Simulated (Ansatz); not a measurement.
Ideal-gas functions of C2H2FNO2 (`OC1(O)N=C1F`) at 600 K and 1 bar, from an Ansatz frequency run at PBE0-D4/def2-TZVP.

Molar mass 91.04 g/mol, point group C1 (symmetry number 1), electronic degeneracy 1, moments of inertia 71.145, 179.999, 197.69 u Å². Harmonic wavenumbers (cm⁻¹, unscaled): 199, 273, 309, 321, 432, 494, 621, 651, 711, 797, 1060, 1180, 1300, 1362, 1621, 1877, 3823, 3856.

Use S(trans) = R[1.5 ln M + 2.5 ln T − 1.1517]; rotational temperatures θ = 24.2544 K / I; S(rot) = R[ln(√π/σ · √(T³/θAθBθC)) + 1.5]; for each mode x = 1.438777 ν̃/T, S = R[x/(eˣ − 1) − ln(1 − e⁻ˣ)] and H = RT x/(eˣ − 1); 1 cm⁻¹ = 0.0119627 kJ/mol; R = 8.31446 J/(mol·K).

Question: By hand: the entropy, in J/(mol·K).

Answer: Translation 179.7. Rotation: θ = 0.3409, 0.1347, 0.1227 K, giving 118.5. Vibration, mode by mode: 14.54, 11.98, 10.99, 10.69, 8.38, 7.38, 5.73, 5.41, 4.82, 4.09, 2.49, 1.98, 1.58, 1.40, 0.85, 0.51, 0.01, 0.01, in all 92.8. Electronic 0.0. Sum 391.0 J/(mol·K).

Question: By hand: H − E and G − E in kJ/mol, counted from the electronic energy.

Answer: Zero-point energy ½ × 20887 × 0.0119627 = 124.9; thermal vibration 31.3; translation, rotation and pV give 4 RT = 20.0. H − E = 176.2 kJ/mol, and G − E = 176.2 − 600 × 391.0/1000 = -58.4 kJ/mol.

Vibration gives 24 % of the entropy. The sum counts one conformer and one mirror image; others add a mixing term.
